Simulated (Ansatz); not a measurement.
System: H₃S, net charge 1, singlet state. SMILES: [SH3+]
Structure (B3LYP-D3(BJ)/def2-TZVP (Ansatz, a quantum-chemistry and plane-wave program) minimum search):
```xyz
4

S      0.1049    -0.0008     0.0446
H     -0.3243     0.9941    -0.7736
H     -0.3450    -0.9973    -0.7604
H     -1.0094     0.0159     0.8202
```
Charge +1, spin multiplicity 1.

Parts of the frozen-core correlation energy in STO-3G (Ansatz, hartree). Frozen orbitals: 5; correlated occupied orbitals by spin: 4 and 4; virtual: 3 and 3. No spin-orbit coupling. No relativistic terms.

| term | value |
|---|---|
| reference (HF) | -394.66621 |
| MP2 opposite-spin | -0.04152 |
| MP2 same-spin | -0.00082 |
| CCSD correlation | -0.06269 |
| (T) | -0.00008 |
| FCI minus CCSD(T) | -0.00004 |
| T1 diagnostic | 0.006 |
| largest doubles amplitude | 0.087 |
